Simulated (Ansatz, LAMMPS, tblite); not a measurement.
Wurtzite GaN: properties by level of theory

Reference values: lattice constant a 3.189 Å (measured, room temperature, no zero-point or thermal correction; as tabulated in Lucero et al. (2012), arXiv:1111.4515); lattice parameter c 5.185 Å (measured, room temperature, no zero-point or thermal correction; as tabulated in Lucero et al. (2012), arXiv:1111.4515).

```
level (code)                  lattice constant a (Å)  c axis length (Å)
----------------------------  ----------------------  -----------------
Tersoff GaN.tersoff (LAMMPS)                   3.181              5.194
GFN1-xTB (tblite)                              3.300              5.474
LDA (Ansatz)                                   3.152              5.138
PBE (Ansatz)                                   3.218              5.243
rVV10 (Ansatz)                                 3.233              5.276
```

Differences from the reference values (errors of the level alone only where the reference is corrected to a static lattice):

```json
[
 {"level": "Tersoff GaN.tersoff", "lattice constant a (%)": "-0.25", "lattice parameter c (%)": "+0.17"},
 {"level": "GFN1-xTB", "lattice constant a (%)": "+3.48", "lattice parameter c (%)": "+5.57"},
 {"level": "LDA", "lattice constant a (%)": "-1.16", "lattice parameter c (%)": "-0.91"},
 {"level": "PBE", "lattice constant a (%)": "+0.91", "lattice parameter c (%)": "+1.12"},
 {"level": "rVV10", "lattice constant a (%)": "+1.38", "lattice parameter c (%)": "+1.76"}
]
```

Nearest: lattice constant a, not ranked (reference at room or unstated temperature); lattice parameter c, not ranked (reference at room or unstated temperature). Empirical potentials aren't ranked on values they can be fitted to.

Empirical potentials (Tersoff GaN.tersoff) are fitted to chosen data, which need not cover the solid at hand: agreement can be built in, and what lay outside the fit can be far off.

Caveats: the method was fitted mainly to molecules (GFN1-xTB); the run uses a supercell at the zone centre in place of a k mesh (GFN1-xTB). Ansatz's density-functional and Hartree–Fock values are scalar-relativistic unless marked +SOC, with PAW data made under PBE.

Differences are worked out from the printed values.

The computed numbers hold no vibrational or temperature effects.

Ansatz is an electronic-structure program.
